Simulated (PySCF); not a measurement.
# A diatomic session: MgF

One table from this session's results is given with a row withheld; the runs are named, their logs left out.

Computed with PySCF 2.14.0. Level: Mg 3-21G, F 3-21G, no relativity.

The first run:

The job is set up so:

```yaml
atoms: Mg, F
charge: 0
basis: Mg 3-21G, F 3-21G
Hamiltonian: no relativity
basis_functions: 22
electrons_treated: 21
masses_in_u: 23.9850, 18.9984
levels: PBE0, PBE, r²SCAN, BHandHLYP, M06-L, TPSSh, CAM-B3LYP, HF, MP2, SCS-MP2, CCSD, CCSD(T)
grid: 80 radial by 434 angular points
occupations: held fixed by the projection of orbital angular momentum
dissociation_limit: Mg + F, each in its ground configuration
starting_distance_in_angstrom: 1.970
values_of_2S_to_try: 1, 3
```

On the command line:

```bash
OMP_NUM_THREADS=1 python dia.py task.json out
```

Among the steps run: Set-up; PBE0 along the bond; Other states along the same grid; PBE; r²SCAN (meta-GGA); BHandHLYP; M06-L (meta-GGA); TPSSh; CAM-B3LYP; UHF (mean field); Correlated methods on the Hartree–Fock reference.

One of the session's tables, all rows but one given; the rest of the session is left out.

It belongs to the step «Constants by level of theory». 

```
      level  Re (Å)  ωe (cm⁻¹)  De (eV)
        UHF   1.730        797     2.79
    UHF-MP2   1.747        771     3.67
UHF-SCS-MP2   1.747        771     3.49
   UHF-CCSD   1.746        770     3.18
UHF-CCSD(T)   1.750        761     3.24
        PBE   1.769        712     4.37
     r²SCAN   1.754        743     4.37
      M06-L   1.763        730     4.21
      TPSSh       ?          ?        ?
       PBE0   1.748        749     3.99
  BHandHLYP   1.732        779     3.58
  CAM-B3LYP   1.738        767     4.02
```

Estimate the missing values for TPSSh.

The run gave: Re (Å): 1.758; ωe (cm⁻¹): 732; De (eV): 4.11. In the column «Re (Å)» it lies between r²SCAN (1.754) and M06-L (1.763).
